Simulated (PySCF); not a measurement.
Compound: C₅H₁₁S (doublet state).
Z-matrix (Å and degrees, GFN2-xTB geometry), rows numbered from 1:
```
C 
C   1  1.4775
C   2  1.4732  1  121.63
C   3  1.5484  2  111.29  1   -79.78
C   4  1.5178  3  112.44  2   -66.65
S   4  1.8342  3  110.28  2   169.56
H   1  1.0930  2  110.83  3  -134.64
H   1  1.0879  2  110.99  3   -13.58
H   1  1.0967  2  111.70  3   107.18
H   2  1.0771  1  118.27  3  -169.89
H   3  1.0932  2  110.94  1   159.90
H   3  1.0941  2  110.39  1    39.38
H   4  1.0924  3  109.43  2    56.28
H   5  1.0878  4  109.86  3    63.11
H   5  1.0876  4  110.44  3  -176.91
H   5  1.0890  4  110.54  3   -56.76
H   6  1.3316  4   95.66  3    63.01
```

The hyperfine couplings belong to this conformer and change with its torsions.

As a line formula: `C[CH]C[C@H](C)S` [radical].

Computed with UKS B3LYP, pcH-1 on C H S, non-relativistic, mean-field spin-orbit, GIAO in PySCF. Isolated species at its GFN2-xTB geometry (one conformer only). A GFN2-xTB geometry isn't a minimum of the functional, and hyperfine couplings can be far from their values at a DFT geometry. Stability of the SCF solution: not tested.

Principal values of hyperfine tensors in MHz (contact, dipolar and spin–orbit terms together), for some of the nuclei:

```
atom  isotope      A1      A2      A3
  H9       1H  123.94  125.98  137.63
  C4      13C   93.20   93.61  110.52
  C2      13C   16.37   17.18  256.43
  H7       1H   88.53   89.43  103.11
 H10       1H  -99.05  -61.30  -22.54
  C1      13C  -35.83  -32.89  -31.18
  C3      13C  -33.84  -32.59  -29.58
 H11       1H   19.21   20.16   33.51
```

Problem. Split each tensor into its isotropic and traceless parts, and turn a_iso into mT with g = 2.0031.

Solution. a_iso is a third of the trace, T = A − a_iso, and a(mT) = a(MHz)/(g × 13.996). The tensors hold a spin–orbit part: the run splits a_iso into a_FC + a_SO, and T includes its anisotropic share.

| atom | a_iso (MHz) | a_FC | a_SO | a_iso (mT) | T1 | T2 | T3 |
| --- | --- | --- | --- | --- | --- | --- | --- |
| H9 | 129.18 | 129.18 | 0.00 | 4.608 | -5.25 | -3.20 | 8.45 |
| C4 | 99.11 | 99.10 | 0.00 | 3.535 | -5.91 | -5.50 | 11.41 |
| C2 | 96.66 | 96.77 | -0.11 | 3.448 | -80.29 | -79.48 | 159.77 |
| H7 | 93.69 | 93.69 | 0.00 | 3.342 | -5.16 | -4.26 | 9.42 |
| H10 | -60.96 | -60.97 | 0.01 | -2.174 | -38.08 | -0.34 | 38.42 |
| C1 | -33.30 | -33.31 | 0.01 | -1.188 | -2.53 | 0.41 | 2.12 |
| C3 | -32.00 | -32.01 | 0.01 | -1.142 | -1.84 | -0.59 | 2.42 |
| H11 | 24.29 | 24.29 | 0.00 | 0.866 | -5.08 | -4.13 | 9.21 |

Problem. What spin density at the nucleus of C1 lies behind its contact coupling (g_N = 1.40482)?

Solution. a_FC = (2μ0/3) gₑ μB g_N μN ρ(0)/(2S·h) = 800.24 MHz × g_N × ρ(0)/(2S), with ρ in bohr⁻³. With a_FC = -33.31 MHz and 2S = 1, ρ(0) = -0.02963 bohr⁻³.

Problem. H12 (1H, g_N = 5.58569) isn't in the table. Its spin density at the nucleus is 0.01021 bohr⁻³. What is its contact coupling?

Solution. By the same relation, a_FC = 45.6 MHz. Its full tensor has the principal values 40.69, 41.32, 54.85 MHz.

Problem. Which nucleus of the table has the largest anisotropic coupling, and what is its form?

Solution. C2: -80.3, -79.5, 159.8 MHz (the dipolar term alone has -80.2, -79.4, 159.7), axial, in the ratio −1:−1:+2, the form that spin in one p orbital centred on that nucleus gives.

Problem. In a single crystal, with the field along each principal axis of the tensor of C2 in turn, what first-order splitting does this nucleus give (isotropic g, quadrupole terms neglected)?

Solution. 2 lines (I = 1/2), spaced by |A_i|/(g × 13.996): 0.58, 0.61, 9.15 mT along the axes of A1, A2 and A3.
